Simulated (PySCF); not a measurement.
# Partial charges of `Oc1cnsc1`

Compound: C3H3NOS.
Bonds: O1–C2, C2–C3 (aromatic), C3–N4 (aromatic), N4–S5 (aromatic), S5–C6 (aromatic), C2–C6 (aromatic). Hydrogens: H7 on O1; H8 on C3; H9 on C6.

Density: PBE0/pcSseg-1 (PySCF); schemes: Mulliken, IAO, Hirshfeld and ESP-fitted. Geometry: GFN2-xTB, one conformer, isolated molecule.

What partial charge does each atom carry?

In e:

```json
{"atom": "O1", "environment": "phenol-type oxygen", "Mulliken": "-0.375", "IAO": "-0.469", "Hirshfeld": "-0.184", "ESP-fitted": "-0.565"}
{"atom": "C2", "environment": "aromatic carbon bearing oxygen", "Mulliken": "+0.111", "IAO": "+0.155", "Hirshfeld": "+0.047", "ESP-fitted": "+0.262"}
{"atom": "C3", "environment": "aromatic CH next to a ring nitrogen", "Mulliken": "+0.151", "IAO": "-0.064", "Hirshfeld": "-0.012", "ESP-fitted": "+0.165"}
{"atom": "N4", "environment": "pyridine-type nitrogen", "Mulliken": "-0.470", "IAO": "-0.445", "Hirshfeld": "-0.195", "ESP-fitted": "-0.447"}
{"atom": "S5", "environment": "ring sulfur", "Mulliken": "+0.404", "IAO": "+0.517", "Hirshfeld": "+0.163", "ESP-fitted": "+0.237"}
{"atom": "C6", "environment": "aromatic CH next to a ring sulfur", "Mulliken": "-0.325", "IAO": "-0.415", "Hirshfeld": "-0.123", "ESP-fitted": "-0.456"}
{"atom": "H7", "environment": "phenol-type hydroxyl hydrogen", "Mulliken": "+0.244", "IAO": "+0.372", "Hirshfeld": "+0.188", "ESP-fitted": "+0.444"}
{"atom": "H8", "environment": "aromatic hydrogen", "Mulliken": "+0.127", "IAO": "+0.176", "Hirshfeld": "+0.064", "ESP-fitted": "+0.117"}
{"atom": "H9", "environment": "aromatic hydrogen", "Mulliken": "+0.133", "IAO": "+0.172", "Hirshfeld": "+0.052", "ESP-fitted": "+0.242"}
```

Mean size of the charges over all atoms: ESP-fitted 0.326 e, IAO 0.309 e, Mulliken 0.260 e, Hirshfeld 0.114 e. Each set sums to the total charge, 0, to within 0.001 e. The IAO scheme projects the occupied orbitals on a minimal set of polarised atomic orbitals and counts the electrons in each atom's part of it.

Lowest charge. The schemes don't all agree: Mulliken N4 (-0.470); IAO O1 (-0.469); Hirshfeld N4 (-0.195); ESP-fitted O1 (-0.565).

Highest charge. The schemes don't all agree: Mulliken S5 (+0.404); IAO S5 (+0.517); Hirshfeld H7 (+0.188); ESP-fitted H7 (+0.444).

Sum the charges by element, for elements with more than one atom.

| element | atoms | Mulliken | IAO | Hirshfeld | ESP-fitted |
| --- | --- | --- | --- | --- | --- |
| C | 3 | -0.063 | -0.324 | -0.088 | -0.029 |
| H | 3 | +0.504 | +0.720 | +0.304 | +0.803 |

How closely do the schemes follow one another over all atoms?

Correlation coefficient and root-mean-square difference: IAO with Hirshfeld 0.98, 0.218 e; Mulliken with IAO 0.96, 0.105 e; Mulliken with Hirshfeld 0.95, 0.168 e; Hirshfeld with ESP-fitted 0.94, 0.237 e; Mulliken with ESP-fitted 0.94, 0.132 e; IAO with ESP-fitted 0.93, 0.136 e.

How many electrons does the Hirshfeld scheme count on N4?

Z − q = 7 − (-0.195) = 7.195.

Shape of the structure used: `[OH:1][c:2]1[cH:3][n:4][s:5][cH:6]1`: H–O1–C2–C3 180°.
